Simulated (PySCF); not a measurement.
Molecule (SMILES): ClB(Cl)Cl.
Geometry (B3LYP-D3(BJ)/def2-TZVP, fixed):
```xyz
4

B      0.0000     0.0000     0.0000
Cl     0.0051     1.7450    -0.0247
Cl     1.5085    -0.8773    -0.0189
Cl    -1.5136    -0.8677     0.0437
```
Charge 0, spin multiplicity 1.

Basis-set convergence of the mean static polarisability at PBE with PySCF. All functions are spherical. Density fitting with generated auxiliary sets. No added dispersion term, no relativity. Reference: the value in aug-pcseg-2, 58.23 bohr³. Deviations are taken from unrounded values. Cost is core time over that of cc-pV(D+d)Z, rough, on shared machines of one kind.

```tsv
basis	functions	cost
cc-pV(D+d)Z	83	1×
aug-cc-pV(D+d)Z	119	2×
cc-pV(T+d)Z	147	2×
jun-cc-pV(T+d)Z	183	4×
aug-cc-pV(T+d)Z	211	4×
cc-pV(Q+d)Z	247	6×
```

### Question
Which is the smallest correlation-consistent set listed that can be trusted to 5 % here, that is, within that of the reference together with its larger relatives (same family, alike in diffuse functions; a set with none to test it counts only in the reference's own line)?

### Answer
The smallest set listed that lies within 5 % of the reference with all its larger relatives (same family, alike in diffuse functions; a set with none counts only in the reference's own line) is aug-cc-pV(D+d)Z (119 functions, 2× in cost, -2.3 % off). Value minus reference over the reference: cc-pV(D+d)Z -28.7, aug-cc-pV(D+d)Z -2.3, cc-pV(T+d)Z -14.2, jun-cc-pV(T+d)Z -0.1, aug-cc-pV(T+d)Z 0.0, cc-pV(Q+d)Z -6.1 %.
